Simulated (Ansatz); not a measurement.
Run this with the Ansatz DFT code, driven from Python and show what comes out.

Script `spin_h2mgs.py`:
```python
'''Vertical spin-state energies of H2MgS.'''

import ansatz as az


def main() -> None:
    geometry = (
        az.Crystal.molecule()
        .atom('Mg', (0.0, -0.8623, 0.299))
        .atom('S', (-0.6277, 1.0588, -1.1543))
        .atom('H', (0.3377, -2.1835, 1.322))
        .atom('H', (0.3455, 1.9267, -0.487))
    )

    job = (
        geometry.calculation()
        .basis(gaussian='aug-cc-pVDZ')
        .correlation('ccsd_t')
    )
    found = {}
    for unpaired in [0, 2]:
        r = job.spin('collinear', total=unpaired).run().report
        s = unpaired / 2
        found[unpaired] = r['free_energy_ev']
        print(f'2S+1 = {unpaired + 1}: E = {found[unpaired]:.5f} eV, <S^2> = {abs(r["mean_field"]["state"]["spin_squared"]):.3f} (pure state {s * (s + 1):.2f})')
    lowest = min(found, key=found.get)
    for unpaired, e in found.items():
        print(f'multiplicity {unpaired + 1}: {(e - found[lowest]):.3f} eV above the lowest')


if __name__ == '__main__':
    main()
```

Running `python spin_h2mgs.py` prints:
```text
2S+1 = 1: E = -16287.48602 eV, <S^2> = 0.000 (pure state 0.00)
2S+1 = 3: E = -16283.32344 eV, <S^2> = 2.019 (pure state 2.00)
multiplicity 1: 0.000 eV above the lowest
multiplicity 3: 4.163 eV above the lowest
```

In order: multiplicity 1 (+0.00 eV) and multiplicity 3 (+4.16 eV), all at the one geometry.

Notes:
- Total energies depend on the basis set; only differences at equal settings carry meaning.
- The geometry is a force-field or estimated start, not a minimum of this method, and the basis set is short of its limit. All parts are taken at fixed geometry, without zero-point energy.
- S² is that of the Hartree-Fock reference.
- It ran for 28 s on 1 thread of Arm Neoverse V2, with other jobs on the host, peak memory 0.4 GiB.

(Lines on the test bed's own set-up are left out of the output.)
